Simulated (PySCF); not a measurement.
**A diatomic session: PO**

An exercise on one series of results from a longer session: the logs are not shown, and one member is left open.

The runs use PySCF 2.14.0; P def2-TZVPPD, O def2-TZVPPD, no relativity.

The first run:

A driver script around PySCF takes these settings:

* atoms: P, O
* charge: 0
* basis: P def2-TZVPPD, O def2-TZVPPD
* Hamiltonian: no relativity
* basis functions: 88
* electrons treated: 23
* masses in u: 30.9738, 15.9949
* levels: PBE0, PBE, r²SCAN, MN15, B3LYP, M06-2X, LDA, PBEsol, ωB97X-V, HF, MP2, SCS-MP2, CCSD, CCSD(T)
* grid: 80 radial by 434 angular points
* occupations: held fixed by the projection of orbital angular momentum
* dissociation limit: P + O, each in its ground configuration
* starting distance in angstrom: 1.665
* values of 2S to try: 1, 3, 5

Command:

```
$ OMP_NUM_THREADS=2 python dia.py task.json out
```

Steps of the session up to this table: The job; PBE0 along the bond; Other states along the same grid; PBE; r²SCAN (meta-GGA); MN15 (hybrid meta-GGA); B3LYP; M06-2X; LDA (local density); PBEsol; ωB97X-V; UHF; MP2 and coupled cluster.

One table of the session follows, with a row left open; its other results are not shown here.

It belongs to the step «The curves together». Energy (eV) from each level's lowest point:

| R (Å) | UHF | UHF-MP2 | UHF-SCS-MP2 | UHF-CCSD | UHF-CCSD(T) |
| --- | --- | --- | --- | --- | --- |
| 1.268 | 1.660 | 2.310 | 2.264 | n/a | n/a |
| 1.327 | 0.630 | 1.099 | 1.063 | 0.962 | 1.058 |
| 1.387 | 0.125 | 0.398 | 0.375 | 0.311 | 0.371 |
| 1.431 | 0.000 | 0.119 | 0.108 | 0.074 | 0.105 |
| 1.475 | 0.041 | 0.000 | 0.000 | 0.000 | 0.000 |
| 1.519 | 0.210 | 0.025 | 0.040 | 0.054 | 0.020 |
| 1.578 | 0.584 | 0.145 | 0.172 | 0.269 | 0.186 |
| 1.652 | ? | ? | ? | ? | ? |
| 1.740 | 2.107 | 1.021 | 1.090 | 1.358 | 1.116 |
| 1.859 | 3.384 | 1.874 | 1.961 | n/a | n/a |

Q: Estimate the row for R (Å) = 1.652 from the others.

Worked estimate for «UHF». A straight line through the neighbours (1.578, 0.584) and (1.740, 2.107) gives 0.584 + (2.107 − 0.584) × (1.652 − 1.578) / (1.740 − 1.578) = 1.280; a parabola fitted to 4 rows on both sides gives 1.243.

As computed: UHF: 1.214; UHF-MP2: 0.480; UHF-SCS-MP2: 0.527; UHF-CCSD: 0.701; UHF-CCSD(T): 0.550. In «UHF» the line misses by +0.066 and the parabola by +0.029.
